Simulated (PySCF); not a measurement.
Species: disulfur monoxide, S₂O.
SMILES with atom numbers: `[O:1]=[S:2]=[S:3]`

The same species was optimised twice, with GFN2-xTB and with PBE0-D3(BJ)/def2-SVP (PySCF), and the same property calculations (PySCF, gas phase) were run on both structures.

```json
{"coordinate": "O1=S2 (Å)", "GFN2-xTB": "1.448", "PBE0-D3(BJ)/def2-SVP": "1.475", "change": "+0.027"}
{"coordinate": "S2=S3 (Å)", "GFN2-xTB": "1.909", "PBE0-D3(BJ)/def2-SVP": "1.903", "change": "-0.006"}
{"coordinate": "O1–S2–S3 (°)", "GFN2-xTB": "114.5", "PBE0-D3(BJ)/def2-SVP": "117.8", "change": "+3.3"}
```

Rotational constants: A = 38400, B = 5142, C = 4535 MHz (GFN2-xTB) against A = 40779, B = 4970, C = 4430 MHz (PBE0-D3(BJ)/def2-SVP). Point groups within 0.08 Å: Cs and Cs.

On the GFN2-xTB structure: HOMO (eV) -8.13 [PBE0/pcSseg-1]; LUMO (eV) -4.15 [PBE0/pcSseg-1]; dipole (D) 1.63 [PBE0/pcSseg-1]; GIAO shielding of O1 (ppm) -663.8 [PBE0/pcSseg-1]; GIAO shielding of S2 (ppm) -666.9 [PBE0/pcSseg-1]; GIAO shielding of S3 (ppm) -884.1 [PBE0/pcSseg-1].

Question: What do these properties become on the PBE0-D3(BJ)/def2-SVP structure?

Answer: 
```json
{"property": "HOMO (eV)", "level": "PBE0/pcSseg-1", "on GFN2-xTB": "-8.13", "on PBE0-D3(BJ)/def2-SVP": "-8.18", "change": "-0.05"}
{"property": "LUMO (eV)", "level": "PBE0/pcSseg-1", "on GFN2-xTB": "-4.15", "on PBE0-D3(BJ)/def2-SVP": "-4.20", "change": "-0.05"}
{"property": "dipole (D)", "level": "PBE0/pcSseg-1", "on GFN2-xTB": "1.63", "on PBE0-D3(BJ)/def2-SVP": "1.62", "change": "-0.01"}
{"property": "energy, GFN2-xTB geometry as zero (kcal/mol)", "level": "PBE0/pcSseg-1", "on GFN2-xTB": "0.0", "on PBE0-D3(BJ)/def2-SVP": "-0.9", "change": "-0.9"}
{"property": "GIAO shielding of O1 (ppm)", "level": "PBE0/pcSseg-1", "on GFN2-xTB": "-663.8", "on PBE0-D3(BJ)/def2-SVP": "-713.9", "change": "-50.1"}
{"property": "GIAO shielding of S2 (ppm)", "level": "PBE0/pcSseg-1", "on GFN2-xTB": "-666.9", "on PBE0-D3(BJ)/def2-SVP": "-709.7", "change": "-42.8"}
{"property": "GIAO shielding of S3 (ppm)", "level": "PBE0/pcSseg-1", "on GFN2-xTB": "-884.1", "on PBE0-D3(BJ)/def2-SVP": "-902.4", "change": "-18.3"}
```

The heavy atoms differ by 0.033 Å rms after alignment. Among all bonds O1=S2 changes most (+0.027 Å). Changes are differences of the printed values. Neither structure is proved a minimum here.
